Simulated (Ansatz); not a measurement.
Basis-set extrapolation for C₃H₆N₂, SMILES `N=C1CC1N` (PBE0-D4/def2-TZVP geometry, frozen core, the Gaussian-basis code of Ansatz). Multiplicity 1, RHF reference.

```
                      def2-TZVPP   def2-QZVPP
                 HF  -226.000022  -226.010341
    MP2 correlation    -0.900116    -0.959942
CCSD(T) correlation    -0.971400      not run
```

Energies in hartree. Use E(X) = E(∞) + A·exp(−7.88·√X) for Hartree–Fock and E(X) = E(∞) + B·X^(−2.97) for correlation, with X = 3 and 4, and add CCSD(T) minus MP2 of the smaller set to the MP2 limit.

What is the CCSD(T) energy at the basis-set limit?

HF limit: -226.010341 + (-0.010319) × 0.13774 = -226.01176. MP2 limit: -0.959942 + (-0.059826) × 0.74074 = -1.00426. Higher-order term: -0.971400 − (-0.900116) = -0.07128. Total: -227.08730 hartree, 304.2 kJ/mol below CCSD(T)/def2-TZVPP.
